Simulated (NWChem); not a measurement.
# CH4S (methanethiol) at 5 levels

Aim: a comparison of 5 runs (PBE/cc-pVTZ, PBE0/cc-pVTZ, SVWN5/cc-pVTZ, r2SCAN/cc-pVTZ, CCSD(T)/cc-pVTZ) of CH4S (methanethiol). 

The results are computed with NWChem 7.3.0.

**1. Starting point**

CH4S has 6 atoms, charge 0, and is taken as a singlet. As SMILES, `CS`. Geometry: relaxed at PBE0-D4/def2-TZVP.

Bond lengths: C1–S2 1.806 Å, C1–H3 1.089 Å, C1–H4 1.090 Å, C1–H5 1.089 Å, S2–H6 1.342 Å. Angles: C1–S2–H6 97.1°, S2–C1–H3 111.5°, S2–C1–H4 106.2°, S2–C1–H5 111.5°, H3–C1–H4 108.6°, H3–C1–H5 110.3°, H4–C1–H5 108.6°.

**2. Energy and gradient at PBE/cc-pVTZ (run 1)**

run.nw reads:

```
start run
memory total 2200 mb

geometry units bohr noautosym nocenter noautoz
  C  -0.27350006 -0.53386653 -0.70885517
  S   1.06769526  0.07927401  2.36918744
  H  -2.23671764  0.07626935 -0.81260113
  H  -0.20681163 -2.57635811 -0.96738860
  H   0.82966536  0.35247172 -2.20374191
  H   0.81964981  2.60224736  2.32339937
end

basis spherical bse
  * library cc-pVTZ
end

dft
  xc xpbe96 cpbe96
  grid fine
  convergence energy 1e-08
  maxiter 100
  mulliken
  noprint "final vectors analysis"
end

task dft gradient
```

Run with:

```bash
$ nwchem run.nw > run.out
```

The log of the run:

```text
[...]
          Wavefunction type:  closed shell.
          No. of atoms     :     6
          No. of electrons :    26
[...]
          Charge           :     0
          Spin multiplicity:     1
[...]
          AO basis - number of functions:   120
[...]
              XC Information
              --------------
          PerdewBurkeErnzerhof Exchange Functional  1.000
            Perdew 1991 LDA Correlation Functional  1.000 local
           PerdewBurkeErnz. Correlation Functional  1.000 non-local
[...]
 d= 0,ls=0.0,diis     1   -438.4730230311 -4.95D+02  3.57D-03  4.30D-01     5.5
[...]
 d= 0,ls=0.0,diis     8   -438.4978581938  9.92D-09  2.75D-06  3.03D-07    34.2
         Total DFT energy =     -438.497858193767
      One electron energy =     -715.788279821540
           Coulomb energy =      253.091340201628
    Exchange-Corr. energy =      -32.336068309255
 Nuclear repulsion energy =       56.535149735400
[...]
  wavefunction    = closed shell
                         DFT ENERGY GRADIENTS
    atom               coordinates                        gradient
                 x          y          z           x          y          z
   1 C      -0.273500  -0.533867  -0.708855    0.001482   0.000186   0.003305
   2 S       1.067695   0.079274   2.369187   -0.004113   0.005270  -0.008020
   3 H      -2.236718   0.076269  -0.812601    0.004144  -0.001135   0.000571
   4 H      -0.206812  -2.576358  -0.967389   -0.000091   0.004022   0.000598
   5 H       0.829665   0.352472  -2.203742   -0.002088  -0.001696   0.003398
   6 H       0.819650   2.602247   2.323399    0.000666  -0.006647   0.000148
[...]
```

Wall time 53 s (1 thread of Intel Xeon at 2.80GHz (Skylake/Cascade Lake), shared host); peak memory 0.13 GiB.

**3. Energy and forces at PBE0/cc-pVTZ (run 2)**

ch4s.nw reads:

```
start ch4s
title "CH4S"
memory total 2200 mb

geometry noautosym nocenter noautoz
  C     -0.144730    -0.282510    -0.375110
  S      0.565000     0.041950     1.253720
  H     -1.183620     0.040360    -0.430010
  H     -0.109440    -1.363350    -0.511920
  H      0.439040     0.186520    -1.166170
  H      0.433740     1.377050     1.229490
end

basis spherical bse
  * library cc-pVTZ
end

dft
  xc pbe0
  grid fine
  convergence energy 1e-08
  iterations 100
  mulliken
end

task dft gradient
```

Run with:

```bash
$ nwchem ch4s.nw > ch4s.out
```

The log of the run:

```text
[...]
          Wavefunction type:  closed shell.
          No. of atoms     :     6
          No. of electrons :    26
[...]
          Charge           :     0
          Spin multiplicity:     1
[...]
          AO basis - number of functions:   120
[...]
              XC Information
              --------------
                         PBE0 Method XC Functional
                     Hartree-Fock (Exact) Exchange  0.250
          PerdewBurkeErnzerhof Exchange Functional  0.750
            Perdew 1991 LDA Correlation Functional  1.000 local
           PerdewBurkeErnz. Correlation Functional  1.000 non-local
[...]
 d= 0,ls=0.0,diis     1   -438.5205959037 -4.95D+02  2.80D-03  2.66D-01     5.3
[...]
 d= 0,ls=0.0,diis     8   -438.5408393522 -1.28D-09  7.94D-07  2.94D-08    33.8
         Total DFT energy =     -438.540839352154
      One electron energy =     -715.832464938119
           Coulomb energy =      253.150821459676
    Exchange-Corr. energy =      -32.394349728599
 Nuclear repulsion energy =       56.535153854888
[...]
  wavefunction    = closed shell
                         DFT ENERGY GRADIENTS
    atom               coordinates                        gradient
                 x          y          z           x          y          z
   1 C      -0.273500  -0.533866  -0.708855    0.001002   0.000771   0.002362
   2 S       1.067695   0.079274   2.369187   -0.000888   0.000535  -0.001852
   3 H      -2.236717   0.076269  -0.812601   -0.000510   0.000123  -0.000011
   4 H      -0.206812  -2.576358  -0.967389    0.000046  -0.000534  -0.000004
   5 H       0.829665   0.352472  -2.203742    0.000304   0.000197  -0.000381
   6 H       0.819650   2.602247   2.323399    0.000046  -0.001091  -0.000115
[...]
```

Wall time 53 s (1 thread of Intel Xeon at 2.80GHz (Skylake/Cascade Lake), shared host); peak memory 0.13 GiB.

Run 3 isn't shown in full; the table further down has it.

**4. Energy and forces at r2SCAN/cc-pVTZ (run 4)**

struct.nw reads:

```
start struct
title "CH4S r2SCAN"
memory total 2200 mb

geometry units au noautosym nocenter noautoz
   C   -0.27350006  -0.53386653  -0.70885517
   S    1.06769526   0.07927401   2.36918744
   H   -2.23671764   0.07626935  -0.81260113
   H   -0.20681163  -2.57635811  -0.96738860
   H    0.82966536   0.35247172  -2.20374191
   H    0.81964981   2.60224736   2.32339937
end

basis "ao basis" spherical bse
   * library cc-pVTZ
end

dft
   xc r2scan
   grid fine
   convergence energy 1e-08
   iterations 100
   mulliken
end

task dft gradient
```

Run with:

```bash
$ nwchem struct.nw > struct.out
```

The log of the run:

```text
[...]
          Wavefunction type:  closed shell.
          No. of atoms     :     6
          No. of electrons :    26
[...]
          Charge           :     0
          Spin multiplicity:     1
[...]
          AO basis - number of functions:   120
[...]
              XC Information
              --------------
                      r^2SCAN Method XC Functional
               r^2SCAN metaGGA Exchange Functional  1.000
                     r^2SCAN Correlation Potential  1.000
[...]
 d= 0,ls=0.0,diis     1   -438.6560653553 -4.95D+02  3.21D-03  2.83D-01     5.8
[...]
 d= 0,ls=0.0,diis     8   -438.6758216170  3.50D-10  1.41D-06  8.79D-08    36.9
         Total DFT energy =     -438.675821617039
      One electron energy =     -715.821612263308
           Coulomb energy =      253.146445148863
    Exchange-Corr. energy =      -32.535804237995
 Nuclear repulsion energy =       56.535149735400
[...]
  wavefunction    = closed shell
                         DFT ENERGY GRADIENTS
    atom               coordinates                        gradient
                 x          y          z           x          y          z
   1 C      -0.273500  -0.533867  -0.708855    0.002325   0.001340   0.005392
   2 S       1.067695   0.079274   2.369187   -0.002377   0.000688  -0.005102
   3 H      -2.236718   0.076269  -0.812601   -0.000525   0.000178   0.000083
   4 H      -0.206812  -2.576358  -0.967389    0.000038  -0.000803  -0.000077
   5 H       0.829665   0.352472  -2.203742    0.000376   0.000259  -0.000326
   6 H       0.819650   2.602247   2.323399    0.000163  -0.001662   0.000030
[...]
```

It took 59 s on 1 thread of Intel Xeon at 2.80GHz (Skylake/Cascade Lake), shared host; peak memory 0.13 GiB.

**5. The energy at CCSD(T)/cc-pVTZ (run 5)**

test.nw reads:

```
start test
title "CH4S"
memory 2200 mb
geometry noautosym nocenter noautoz
  C    -0.144730   -0.282510   -0.375110
  S     0.565000    0.041950    1.253720
  H    -1.183620    0.040360   -0.430010
  H    -0.109440   -1.363350   -0.511920
  H     0.439040    0.186520   -1.166170
  H     0.433740    1.377050    1.229490
end
basis spherical bse
  * library cc-pVTZ
end
scf
  singlet
  rhf
  thresh 1e-08
  maxiter 80
end
ccsd
  freeze core 6
  maxiter 60
end
task ccsd(t) energy
```

Run with:

```bash
$ nwchem test.nw > test.out
```

The log of the run:

```text
[...]
  functions       =   120
[...]
  wavefunction    = RHF
[...]
         Total SCF energy =   -437.756402953881
      One-electron energy =   -715.585035683884
      Two-electron energy =    221.293478875115
 Nuclear repulsion energy =     56.535153854888
        Time for solution =     49.5s
[...]
 Total MP2 energy:           -438.119806747443249
[...]
             energy      energy      error      ampl     ampl      Block
                                                time     time      time
[...]
 Total CCSD energy:           -438.153324938376386
[...]
 Total CCSD+T(CCSD) energy:           -438.169120685977703
[...]
 Total CCSD(T) energy:                -438.168817227847171
[...]
```

Wall time 5.2 min (1 thread of Intel Xeon at 2.80GHz (Skylake/Cascade Lake), shared host); peak memory 0.33 GiB.

**6. Overview of the runs**

| run | level | task | integration grid | energy (Eh) | dipole moment (D) of the reference | largest force (eV/Å) | wall time |
| --- | --- | --- | --- | --- | --- | --- | --- |
| 1 | PBE/cc-pVTZ | gradient | fine | -438.497858 | 1.54 | 0.537 | 53 s |
| 2 | PBE0/cc-pVTZ | gradient | fine | -438.540839 | 1.58 | 0.138 | 53 s |
| 3 | SVWN5/cc-pVTZ | gradient | fine | -436.965865 | 1.59 | 0.408 | 54 s |
| 4 | r2SCAN/cc-pVTZ | gradient | fine | -438.675822 | 1.61 | 0.310 | 59 s |
| 5 | CCSD(T)/cc-pVTZ | energy | – | -438.168817 | – | – | 5.2 min |

**7. What came out**

| quantity | value |
| --- | --- |
| run 5: total energy | -438.16882 Eh |
| run 5: HOMO energy (Hartree–Fock orbitals) | -9.68 eV |
| run 5: LUMO energy (Hartree–Fock orbitals) | 3.39 eV |
| run 5: HOMO–LUMO gap (Hartree–Fock orbitals) | 13.08 eV |
| run 5: correlation energy (6 core orbitals frozen) | -412.4 mEh |
| run 5: (T) correction | -15.49 mEh |

In words: Over runs 1, 2, 3, 4 the dipole moment (its size) runs from 1.54 D (PBE/cc-pVTZ) to 1.61 D (r2SCAN/cc-pVTZ). Over runs 2, 3, 4 the HOMO–LUMO gap runs from 5.11 eV (SVWN5/cc-pVTZ) to 7.32 eV (PBE0/cc-pVTZ). Totals of different functionals can't be ranked against each other. All runs together took 8.9 min, the longest 5.2 min.
